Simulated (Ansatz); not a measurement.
## CaNi$_{2}$ (Fd-3m)

Computed with Ansatz, DFT r2SCAN, scalar-relativistic, plane waves, PAW.

Cutoff 500 eV; k points 10×10×10 on the computed 6-atom cell (Γ-centred); Gaussian smearing, width 0.10 eV; no spin polarisation.

The structure is relaxed at this level of theory with its symmetry kept. Whether it is the stable form of this composition wasn't checked.

The structure is cubic, space group Fd-3m (No. 227). Conventional cell: a = 7.115 Å, b = 7.115 Å, c = 7.115 Å, α = 90.00°, β = 90.00°, γ = 90.00°. Ca (site symmetry -43m) is surrounded by 12 Ni at 2.95 Å and 4 Ca at 3.08 Å. Ni (site symmetry -3m) has 6 Ni at 2.52 Å as nearest neighbours.

| Quantity | Value |
| --- | --- |
| Volume per atom | 15.01 Å³ |
| Formation energy from the elements' standard states (uncorrected) | -0.119 eV/atom |
| Generalised Kohn–Sham band gap | none (metal) |
| Density of states at the Fermi level | 6.23 states/eV per cell |
| Löwdin character within 0.5 eV of the Fermi level | Ni 3d 72 %, Ca 4s 10 %, Ni 4s 7 %, unprojected 11 % |
| Bulk modulus | 102 GPa |
| Its pressure derivative | 4.4 |
| Bader charges (e) | Ca (2 in the cell) 1.25, Ni (4 in the cell) -0.63 |

Spin polarisation was left out, and a magnetic state may lie lower.

A ferromagnetic start lost its moments in a first run, so spin was left out; other magnetic orders weren't tried.

Cost: 6 runs of about 7.9 core-minutes in all, on Arm Neoverse V1 (shared hosts).